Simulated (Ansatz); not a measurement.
Species: HO, charge 0, doublet. HO (SMILES [OH], doublet).
B3LYP-D3(BJ)/def2-TZVP minimum from Ansatz (an electronic-structure program):
```
O
H 1 0.9767
```
Charge 0, spin multiplicity 2.

Total energies in cc-pVTZ, 7 correlated electrons, 1 frozen orbitals. UHF or UKS for unpaired electrons; spin-orbit terms are left out. Correlated methods leave the cores frozen. No relativity.

| method | program | energy (Eh) | minus CCSDTQ (mEh) |
|---|---|---|---|
| HF | Ansatz | -75.41896 | 219.20 |
| MP2 | Ansatz | -75.61883 | 19.33 |
| CCSD | Ansatz | -75.63258 | 5.58 |
| CCSD(T) | Ansatz | -75.63769 | 0.47 |
| CCSDT(Q) | Ansatz | -75.63817 | -0.01 |
| CCSDTQ | Ansatz | -75.63816 | 0.00 |

Rough core times of Ansatz's runs on a shared machine: CCSD(T) under 20 s, CCSDT(Q) 50 s, CCSDTQ 10 min.
